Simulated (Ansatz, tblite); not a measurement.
Removing and adding an electron: Li3H4. Total charge 0; doublet. Geometry: r2SCAN-D4/def2-TZVP. Ansatz, gas phase; energy differences of separate SCF runs; the oxidised species is a singlet (the triplet lies 3.39 eV higher at PBE0-D4/def2-TZVP); the reduced species is a singlet (the triplet lies 0.17 eV higher at PBE0-D4/def2-TZVPD).

```xyz
7

Li    2.5029    0.3020    0.6745
Li    0.5322    1.7531   -0.6972
Li   -0.3094   -0.7846    0.2951
H    -1.9284   -2.1199    0.4195
H    -0.7553    0.6274   -0.5617
H    -2.2065   -1.5328    0.0411
H     2.1646    1.7548   -0.1714
```

The xTB rows come from tblite. Correlated methods freeze no core orbitals; core or outer-core shells of Li are correlated, in sets that lack core-valence functions. In the doublet, H4 and H6 lie 0.75 Å apart (atoms count from 1), so H2 has formed as a molecule. The structure comes from a short search, and lower isomers may exist.

| level | −HOMO (eV) | vertical IE (eV) | −LUMO (eV) | vertical EA (eV) | HOMO–LUMO gap (eV) | IE − EA (eV) | remarks |
| --- | --- | --- | --- | --- | --- | --- | --- |
| GFN1-xTB | – | 11.49 | – | 7.23 | – | 4.26 | – |
| GFN2-xTB | – | 8.62 | – | 3.49 | – | 5.13 | – |
| HF/def2-TZVPP | – | 4.91 | – | – | – | – | – |
| PBE-D4/def2-TZVP | 2.84 | 5.25 | 1.47 | – | 1.37 | – | – |
| PBE-D4/def2-TZVPD | 2.82 | – | 1.47 | 0.23 | 1.35 | – | HOMO above zero (-1 singlet), restricted SCF unstable in HF (-1 singlet) |
| r2SCAN-D4/def2-TZVP | 2.91 | 5.17 | 1.22 | – | 1.69 | – | – |
| r2SCAN-D4/def2-TZVPD | 2.88 | – | 1.23 | -0.02 | 1.65 | – | HOMO above zero (-1 singlet), restricted SCF unstable in HF (-1 singlet) |
| PBE0-D4/def2-TZVP | 3.49 | 5.26 | 0.85 | – | 2.64 | – | – |
| PBE0-D4/def2-TZVPD | 3.46 | – | 0.85 | 0.11 | 2.61 | – | HOMO above zero (-1 singlet), restricted SCF unstable in HF (-1 singlet) |
| MP2/def2-TZVPD | – | – | – | -0.31 | – | – | HOMO above zero (-1 singlet), restricted SCF unstable (-1 singlet) |
| MP2/def2-TZVPP | – | 5.01 | – | – | – | – | – |
| CCSD/def2-TZVPD | – | – | – | -0.07 | – | – | HOMO above zero (-1 singlet), restricted SCF unstable (-1 singlet) |
| CCSD/def2-TZVPP | – | 5.03 | – | – | – | – | – |
| CCSD(T)/def2-TZVPD | – | – | – | -0.03 | – | – | HOMO above zero (-1 singlet), restricted SCF unstable (-1 singlet) |
| CCSD(T)/def2-TZVPP | – | 5.04 | – | – | – | – | – |

Relaxing the reduced species (r2SCAN-D4/def2-TZVPD) changes its energy by -0.09 eV at PBE-D4/def2-TZVPD, so the adiabatic electron affinity to this nearest minimum is 0.32 eV. At PBE0-D4/def2-TZVPD it is 0.21 eV. A triplet lies near this restricted singlet, and broken spin symmetry wasn't tried. The highest occupied level of the relaxed charge -1 singlet lies above zero (up to 1.17 eV). By energy differences its removal costs 0.32 eV (each at its own geometry, to the charge 0 doublet, at PBE-D4/def2-TZVPD); the vertical value is larger still, so the positive level points to self-interaction error. In the charge -1 singlet, H4 and H6 lie 0.76 Å apart (atoms count from 1), so H2 has formed as a molecule. Run but left out: HF/def2-TZVPD (charge -1 singlet: restricted singlet, unstable towards broken spin symmetry).   A HOMO above zero means that the electron is unbound at that level or that self-interaction error raises the level; the energy of removing that electron tells which. HOMO and LUMO are the levels of the spin that leaves or enters (xTB has no such levels and no spin-polarisation term). Other spin states of the ions may lie lower, which would lower the ionisation energy or raise the affinity. Raw xTB energy differences between charge states are shifted by several eV; the methods need an empirical correction for them. A negative affinity means that the extra electron isn't bound; its size then hangs on the basis.
